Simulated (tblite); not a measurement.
C₄H₁₀NS (doublet state).
Numbering: `[CH3:1][CH2:2][NH:3][C@H:4]([CH3:5])[S:6]` (hydrogens: H7, H8, H9 on C1; H10, H11 on C2; H12 on N3; H13 on C4; H14, H15, H16 on C5)

Computed with GFN2-xTB (tblite), gas phase: L-BFGS steps from a force-field or distance-geometry start until the largest atomic force falls under 0.01 eV/Å.

Geometry at step 4:
```
atom  x, y, z in Å
C1      2.3656    0.0565   -0.7609
C2      1.0686   -0.6465   -0.3983
N3      0.0688    0.2915    0.0599
C4     -1.2077   -0.2331    0.4738
C5     -2.3807    0.6332    0.0521
S6     -1.0614   -0.3195    2.2907
H7      2.2039    0.7739   -1.5564
H8      2.7654    0.5781    0.1004
H9      3.0908   -0.6785   -1.0894
H10     0.6604   -1.1583   -1.2726
H11     1.2497   -1.3943    0.3830
H12     0.4471    0.8502    0.8230
H13    -1.3183   -1.2487    0.0905
H14    -3.2952    0.1990    0.4452
H15    -2.4161    0.6754   -1.0315
H16    -2.2485    1.6300    0.4563
```

Q: What forces act on the atoms?

A: 
```json
{"atom": "C1", "Fx (eV/Å)": "-0.101", "Fy (eV/Å)": "-0.055", "Fz (eV/Å)": "0.057"}
{"atom": "C2", "Fx (eV/Å)": "-0.232", "Fy (eV/Å)": "-0.065", "Fz (eV/Å)": "0.078"}
{"atom": "N3", "Fx (eV/Å)": "0.045", "Fy (eV/Å)": "0.379", "Fz (eV/Å)": "-0.118"}
{"atom": "C4", "Fx (eV/Å)": "0.346", "Fy (eV/Å)": "-0.160", "Fz (eV/Å)": "0.204"}
{"atom": "C5", "Fx (eV/Å)": "0.222", "Fy (eV/Å)": "-0.103", "Fz (eV/Å)": "0.096"}
{"atom": "S6", "Fx (eV/Å)": "-0.250", "Fy (eV/Å)": "-0.196", "Fz (eV/Å)": "0.099"}
{"atom": "H7", "Fx (eV/Å)": "-0.049", "Fy (eV/Å)": "0.065", "Fz (eV/Å)": "-0.071"}
{"atom": "H8", "Fx (eV/Å)": "0.069", "Fy (eV/Å)": "0.070", "Fz (eV/Å)": "0.111"}
{"atom": "H9", "Fx (eV/Å)": "0.088", "Fy (eV/Å)": "-0.043", "Fz (eV/Å)": "-0.046"}
{"atom": "H10", "Fx (eV/Å)": "-0.022", "Fy (eV/Å)": "-0.051", "Fz (eV/Å)": "-0.062"}
{"atom": "H11", "Fx (eV/Å)": "0.184", "Fy (eV/Å)": "-0.216", "Fz (eV/Å)": "0.023"}
{"atom": "H12", "Fx (eV/Å)": "0.027", "Fy (eV/Å)": "0.235", "Fz (eV/Å)": "-0.230"}
{"atom": "H13", "Fx (eV/Å)": "-0.116", "Fy (eV/Å)": "-0.105", "Fz (eV/Å)": "-0.006"}
{"atom": "H14", "Fx (eV/Å)": "-0.058", "Fy (eV/Å)": "0.061", "Fz (eV/Å)": "-0.060"}
{"atom": "H15", "Fx (eV/Å)": "-0.085", "Fy (eV/Å)": "0.056", "Fz (eV/Å)": "-0.052"}
{"atom": "H16", "Fx (eV/Å)": "-0.068", "Fy (eV/Å)": "0.128", "Fz (eV/Å)": "-0.023"}
```

The largest, 0.43 eV/Å, acts on C4; the rms over all components is 0.138 eV/Å. The forces sum to zero within rounding, as they must for an isolated molecule in no field.

Q: Give the force on C4 in Eh/bohr and in nN.

A: 0.432 eV/Å ÷ 51.422 = 0.00841 Eh/bohr, and 0.432 eV/Å × 1.602 = 0.69 nN.

Q: How far is this geometry from the end of the optimisation?

A: 0.117 eV above it, and 0.261 Å rms away after alignment. The bonds farthest from their final lengths, with half the difference of the two atoms' forces along the bond (positive lengthens):

| bond | now (Å) | final (Å) | force along bond (eV/Å) |
| --- | --- | --- | --- |
| C4–S6 | 1.825 | 1.847 | -0.08 |
| N3–C4 | 1.441 | 1.423 | +0.01 |
| C2–H11 | 1.097 | 1.102 | +0.07 |
| C1–H8 | 1.083 | 1.088 | +0.08 |
| C5–H16 | 1.084 | 1.088 | +0.07 |
| C1–H7 | 1.083 | 1.087 | +0.08 |

The angle farthest from its final value is N3–C4–S6, 103.4° against 110.6°.

Of the 2 listed bonds off by 0.010 Å or more, this force points towards the final length in 0.

The cost below is that of the whole relaxation. On Arm Neoverse V1, one thread, no GPU, shared host with 32 logical CPUs at a one-minute load of 11, this took 0.46 s wall.
